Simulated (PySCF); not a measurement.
## How the functional moves excitation energies

C5H7F.
Atom-mapped SMILES: `[CH2:1]=[C:2]([CH3:3])[C:4](=[CH2:5])[F:6]` (hydrogens: H7, H8 on C1; H9, H10, H11 on C3; H12, H13 on C5)

Linear-response calculations in the def2-SVPD basis (PySCF; singlets by full response, triplets Tamm–Dancoff, core orbitals frozen in the response; HF means time-dependent Hartree–Fock). 'Strongest' is the level of largest summed f among the singlets computed (10 roots, of which the last may lack a degenerate partner); it can jump between rows when another state enters that window. S1 is the lowest singlet of each run and needn't be the same state throughout; f(S1) is that of one state. One conformer (not necessarily the lowest) at the PBE0-D3(BJ)/def2-SVP geometry, without solvent, vibrations or thermal averaging.

| functional | kind | S1 (eV) | f(S1) | strongest (eV) | T1 (eV) | HOMO (eV) | gap (eV) | ionisation energy, ΔSCF (eV) |
| --- | --- | --- | --- | --- | --- | --- | --- | --- |
| LDA | LDA | 5.33 | 0.374 | 5.33 | 3.40 | -6.11 | 3.91 | 9.11 |
| PBE | GGA | 5.33 | 0.372 | 5.33 | 3.22 | -5.91 | 3.94 | 8.84 |
| B3LYP | global hybrid, 20% exact exchange | 5.60 | 0.530 | 5.60 | 3.24 | -6.74 | 5.47 | 8.93 |
| PBE0 | global hybrid, 25% exact exchange | 5.71 | 0.548 | 5.71 | 3.18 | -6.94 | 5.89 | 8.90 |
| BHandHLYP | global hybrid, 50% exact exchange | 5.89 | 0.648 | 5.89 | 3.16 | -7.83 | 7.81 | 8.80 |
| CAM-B3LYP | range-separated hybrid | 5.82 | 0.597 | 5.82 | 3.24 | -8.20 | 8.23 | 9.01 |
| wB97X-D | range-separated hybrid | 5.82 | 0.599 | 5.82 | 3.34 | -8.72 | 9.43 | 8.95 |
| LC-wPBE | range-separated hybrid | 6.04 | 0.632 | 6.04 | 3.18 | -9.52 | 10.67 | 9.08 |
| HF | Hartree–Fock | 6.12 | 0.786 | 6.12 | 2.78 | -9.11 | 11.69 | not settled |

S1 runs from 5.33 eV (PBE) to 6.12 eV (HF), a spread of 0.79 eV, while the orbital gap spreads over 7.8 eV. Along PBE (0%), B3LYP (20%), PBE0 (25%), BHandHLYP (50%), HF (100%) S1 rises with the share of exact exchange. −ε(HOMO) comes closest to its own ΔSCF ionisation energy with wB97X-D (-0.23 eV) and misses most with LDA (-3.01 eV). 'Not settled' means that the ion's SCF failed to converge or may have ended in another state than the lowest.
